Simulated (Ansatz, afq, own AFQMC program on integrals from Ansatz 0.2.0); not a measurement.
# BSiH$_{3}$, singlet → BSiH₃⁺, doublet

```yaml
atoms:
  - { symbol: Si, position_ang: [0.0091, 0.0000, 0.6016] }
  - { symbol: B, position_ang: [0.0825, 0.0000, -1.2150] }
  - { symbol: H, position_ang: [-0.6559, -0.9412, -0.6669] }
  - { symbol: H, position_ang: [-0.6559, 0.9412, -0.6669] }
  - { symbol: H, position_ang: [0.1724, 0.0000, -2.3958] }
```

Connectivity, by distances: Si–BH, 2 bridging H.

E(doublet, charge +1) − E(singlet, charge +0) at this geometry, on RHF and UHF determinants.

Basis aug-cc-pVDZ. Only valence electrons are correlated. Ansatz 0.2.0 and our own AFQMC program on the same integrals; the CISD trial comes from CCSD amplitudes, and released means the phaseless constraint is let go. Error bars are statistical, one sigma. The errors of all members are added in quadrature.

No full CI on the walks' own integrals is used here; CCSDT(Q) serves as the reference and is uncertain by about the last step of the cluster series. Each member takes its own surest rung, up to full CI.

The best estimate is CCSD(T) at the basis-set limit (CBS: def2-TZVPP and def2-QZVPP, with their diffuse functions for anions and beside diffuse sets, CCSD(T) itself extrapolated) plus the step from CCSD(T) to CCSDT(Q) in aug-cc-pVDZ. Rows without CBS are in aug-cc-pVDZ, the functionals in def2-TZVP; B2PLYP and the wave-function rows carry a basis error of their own. Core correlation and relativity beyond core potentials are missing, and ± holds the sampling alone.

Cautions: BSiH₃ (singlet): the released energies are still falling, so no released level is given (meV from the phaseless value at times in 1/Eh: 0 ± 3 at 0.24, -2 ± 4 at 0.50, -9 ± 3 at 1.00, -12 ± 4 at 1.50), though the last usable value meets CCSDT(Q) within the noise; BSiH₃⁺ (doublet): unrestricted determinant slightly spin contaminated (⟨S²⟩ 0.82 against 0.75).

| level | vertical ionization energy (kJ/mol) |
| --- | --- |
| wB97M-V | 878.3 |
| PBE0 | 869.5 |
| HF | 768.5 |

Problem. From these cheaper values, estimate the vertical ionization energy at the level of the best estimate.

Solution. 886.6 kJ/mol (best estimate, highest rung CCSDT(Q)).

| level | vertical ionization energy (kJ/mol) | error against the best estimate (kJ/mol) |
| --- | --- | --- |
| MP2 | 872.5 | -14.1 |
| CCSD | 862.0 | -24.6 |
| CCSD(T) | 869.2 | -17.4 |
| CCSDT | 868.6 | -18.0 |
| CCSDT(Q) | 869.3 | -17.4 |
| ph-AFQMC/CISD | 868.9 ± 0.6 | -17.8 ± 0.6 |
| HF/CBS | 763.8 | -122.8 |
| MP2/CBS | 893.1 | 6.5 |
| CCSD(T)/CBS | 886.6 | -0.1 |
| PBE | 869.9 | -16.8 |
| r2SCAN | 865.3 | -21.3 |
| B3LYP | 873.3 | -13.3 |
| B2PLYP | 870.2 | -16.4 |

Correlation beyond CCSD(T) changes it by less than 2 meV. Going to the basis-set limit adds 17.4 kJ/mol at CCSD(T). The perturbative (T) step is worth +7.2 kJ/mol. The functionals spread over 13.0 kJ/mol; wB97M-V comes nearest and r2SCAN is 21.3 kJ/mol too low.

Best estimates are given only where the step beyond CCSD(T) is under 0.3 eV and no member's determinant is very poor (T1 over 0.05, or 0.07 for open shells, ⟨S²⟩ too high by 0.3, two states mixed), so the hardest cases are missing from such tables.

The functionals ran in a triple-zeta set and keep a basis error of their own, a few kJ/mol for each bond in atomization energies and more for double hybrids, so close places among them and the extrapolated levels can swap.

CCSDT and higher add their correlation energy to the determinant of the CCSD(T) run, since their own runs factorise the integrals more tightly (a shift of under 2 meV). Each member of a difference takes its own highest rung, so a best estimate needn't equal the limit plus the step of one row. A walk keeps the symmetry of its determinant, which the program's search chose and which needn't be the lowest solution, so a lower state of the same spin and another symmetry isn't excluded.
